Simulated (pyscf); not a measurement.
Structures and frequencies: ωB97X-D3(BJ)/def2-SVP in PySCF.

Problem. How much does it cost (ΔH, 298 K, ωB97M-D3(BJ)/def2-TZVP) to split H₂N–W(=O)(OH)(F)–F at its N–W bond into NH₂• + [O=W(OH)(F)–F]•?

Solution. N–W to NH₂• + [O=W(OH)(F)–F]•: 81.1 kcal/mol. The 7 functionals that were run give +81.1 (M06-2X) to +85.7 kcal/mol (PBE). The radicals are drawn with the spin at the cut bond; how far it spreads was not checked. Other isomers of [O=W(OH)(F)–F]• were not searched in full and may lie lower. Open-shell species with a d-block atom are single-reference here; other states, and whether the spin sits on metal or ligand, were not checked. Elements past Kr carry the def2 core potentials, without spin-orbit coupling.
